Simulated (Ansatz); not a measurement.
MgSe (rock salt): values from a third-order Birch-Murnaghan fit to a volume scan beside measured ones. Computed values: PBEsol (plane waves to 420 eV, PAW, scalar-relativistic; Ansatz, an electronic-structure program). MgSe was relaxed with its symmetry unable to fall.

```json
[
 {"quantity": "Lattice constant a (Å)", "reference": "5.46", "kind": "measured, room temperature or unstated", "PBEsol": "5.450", "difference": "-0.2 %"}
]
```

References as given in: M J Lucero, T M Henderson, G E Scuseria, Journal of Physics Condensed Matter (2012), arXiv:1111.4515. Values not taken to low temperature hold thermal and zero-point shifts that a static calculation lacks, so small differences there are no errors of the method.

(Under strain, the slope of the energy per volume gives the stress and its curvature an elastic modulus.)
